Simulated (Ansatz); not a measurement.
Energy needed to pull apart SOF2 (SMILES O=S(F)F), closed shell, into free ground-state atoms, from the structure below (displaced at random from a GFN2-xTB minimum); no zero-point or spin–orbit terms; open-shell atoms are treated unrestricted, in their ground-state multiplicity.

```
4
angstrom
O 0.9541 0.0693 -1.0375
S -0.1634 -0.4849 -0.2704
F -1.1827 0.8763 0.0278
F 0.4173 -0.5168 1.2551
```

Program: Ansatz 0.2.0. Basis: def2-TZVPP. Cores are frozen in the correlated methods.

```tsv
method	atomization energy (kcal/mol)
PBE-D4	331.8
revPBE-D4	314.5
r2SCAN-D4	307.9
PBE0-D4	?
HSE06-D4	297.1
wB97M-V	301.8
HF	?
MP2	308.6
CCSD	265.1
CCSD(T)	281.1
```

Problem. What does HF give? (To be estimated.)

Solution. Computed: 129.4 kcal/mol, which is about 151.7 kcal/mol less than CCSD(T)/def2-TZVPP.

Problem. What does PBE0-D4 give? (An estimate is asked for; the value comes from the calculation.)

Solution. The calculation gives: 296.5 kcal/mol, which is about 15.4 kcal/mol more than CCSD(T)/def2-TZVPP.

In triple zeta the MP2 and coupled-cluster atomization energies are still short of their basis limit by a few kcal/mol a bond, whereas those of the functionals are nearly converged, so these differences are not deviations from converged CCSD(T).

No T1 diagnostic of these runs exceeds 0.021.

For scale, one of the runs: CCSD(T)/def2-TZVPP forces, 135 basis functions (an equivalent command: `ansatz run in.yaml --threads 4`). The run took 58 s on 4 CPU threads (shared host), with 1.3 GiB of host memory at its peak.
